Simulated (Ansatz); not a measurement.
The cluster Mg₃H₄. Charge 0, multiplicity 1. Geometry r2SCAN-D4/def2-TZVP; atoms count from 1.

```xyz
7

Mg   -0.146   -1.437    0.023
Mg    0.241    0.765   -2.543
Mg    0.062    1.180    0.832
H    -0.256   -3.005   -0.643
H    -1.315   -0.048    0.496
H     0.210    2.846    1.173
H     1.204   -0.300    0.662
```

The structure comes from a short search, and lower isomers may exist.

Q: Estimate the Mulliken populations from the PBE0/def2-TZVP orbitals of Ansatz.

A: 
```json
{"atom": "Mg1", "charge (e)": "0.29"}
{"atom": "Mg2", "charge (e)": "0.28"}
{"atom": "Mg3", "charge (e)": "0.29"}
{"atom": "H4", "charge (e)": "-0.19"}
{"atom": "H5", "charge (e)": "-0.24"}
{"atom": "H6", "charge (e)": "-0.19"}
{"atom": "H7", "charge (e)": "-0.24"}
```
Mulliken values depend strongly on the basis.
